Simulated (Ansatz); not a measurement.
Reaction: PH3 (phosphane, SMILES P) → PH3 (parent SMILES P, triplet)
Each species at its own B3LYP-D3(BJ)/def2-TZVP minimum (Ansatz, a first-principles code).

Quantity: adiabatic triplet-singlet gap (electronic), in kJ/mol. UHF or UKS for unpaired electrons; spin-orbit terms are left out. CBS(X,Y): correlation extrapolated as X^-3, Hartree-Fock from the larger set (Q,5: extrapolated as (X+1)exp(-9√X)). A bracket is a step between two methods taken in the basis named. Functionals run without relativity, which enters their misses. Double hybrids freeze cores in their MP2 part. 'core' is core correlation in cc-pwCVTZ (1s frozen past Ne), 'X2C' scalar relativity in cc-pVTZ-DK, both at CCSD(T). The UHF reference of H3P (parent SMILES P, triplet) is spin-contaminated (<S^2> up to 0.04 over the pure value in the sets run). The spin of H3P (parent SMILES P, triplet) was assumed, and the state is the lowest solution found for it.

CCSD(T)/CBS(cc-pV(Q+d)Z,cc-pV(5+d)Z) + [CCSDT(Q) - CCSD(T)]/cc-pV(Q+d)Z + [CCSDTQ - CCSDT(Q)]/cc-pV(D+d)Z + core + X2C (Ansatz) gives 340.5 kJ/mol.

Task: What does PBE/def2-TZVPD (Ansatz) give here, and how do the other levels compare?

Result: PBE gives 311.6 kJ/mol, 28.9 kJ/mol below it. Differences of the others: B3LYP/def2-TZVPD (Ansatz) -17.8; PBE0/def2-TZVPD (Ansatz) -26.4; wB97M-V/def2-TZVPD (Ansatz) 3.8; B2PLYP/def2-TZVPD (Ansatz) -11.9; CCSD(T)/CBS(cc-pV(Q+d)Z,cc-pV(5+d)Z) + core + X2C (Ansatz) 0.5 kJ/mol.
